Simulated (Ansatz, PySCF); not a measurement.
System: C4H3O, net charge -1, singlet state. It need not be the lowest isomer of its formula. Whether it binds its extra electron was not tested at this geometry. 
Coordinates optimised at B3LYP-D3(BJ)/def2-TZVP (Ansatz, a quantum-chemistry and plane-wave program):
```xyz
8

O      0.0080     0.0313     1.1711
C      0.0159     1.2370     0.3986
C     -0.0091    -1.0594     0.3544
C      0.0024     0.7701    -0.9089
C     -0.0133    -0.6659    -0.9452
H     -0.0166    -2.0338     0.8224
H      0.0037     1.4151    -1.7789
H     -0.0260    -1.3216    -1.8063
```
Charge -1, spin multiplicity 1.

Total electronic energies in hartree. Cores are frozen in the correlated levels unless marked. Spin-orbit coupling is left out. Non-relativistic. 

```json
[
 {"level": "HF/def2-TZVPD", "program": "PySCF", "energy (Eh)": "-228.06715"},
 {"level": "RI-HF/cc-pVQZ", "program": "Ansatz", "energy (Eh)": "-228.07205"},
 {"level": "r2SCAN/def2-TZVPD", "program": "Ansatz", "energy (Eh)": "-229.34805"},
 {"level": "B3LYP-D3(BJ)/def2-TZVPD", "program": "Ansatz + dftd3", "energy (Eh)": "-229.49013"},
 {"level": "PBE0-D3(BJ)/def2-TZVPD", "program": "Ansatz + dftd3", "energy (Eh)": "-229.21253"},
 {"level": "r2SCAN0/def2-TZVPD", "program": "Ansatz", "energy (Eh)": "-229.31328"},
 {"level": "HSE06/def2-TZVPD", "program": "Ansatz", "energy (Eh)": "___"},
 {"level": "B2PLYP-D4/def2-TZVPD", "program": "Ansatz + dftd4", "energy (Eh)": "-229.29567"},
 {"level": "MP2/STO-3G", "program": "Ansatz", "energy (Eh)": "-225.22512"},
 {"level": "MP2/cc-pVTZ", "program": "Ansatz", "energy (Eh)": "___"},
 {"level": "RI-MP2/cc-pVQZ", "program": "Ansatz", "energy (Eh)": "___"},
 {"level": "SCS-MP2/STO-3G", "program": "Ansatz", "energy (Eh)": "-225.23051"},
 {"level": "SCS-MP2/cc-pVTZ", "program": "Ansatz", "energy (Eh)": "-228.91110"},
 {"level": "CCSD(T)/cc-pVTZ", "program": "Ansatz", "energy (Eh)": "-228.98980"}
]
```

**Question.** Complete the blanks.

**Answer.** 
- HSE06/def2-TZVPD, energy (Eh): -229.19580
- MP2/cc-pVTZ, energy (Eh): -228.93213
- RI-MP2/cc-pVQZ, energy (Eh): -229.01050
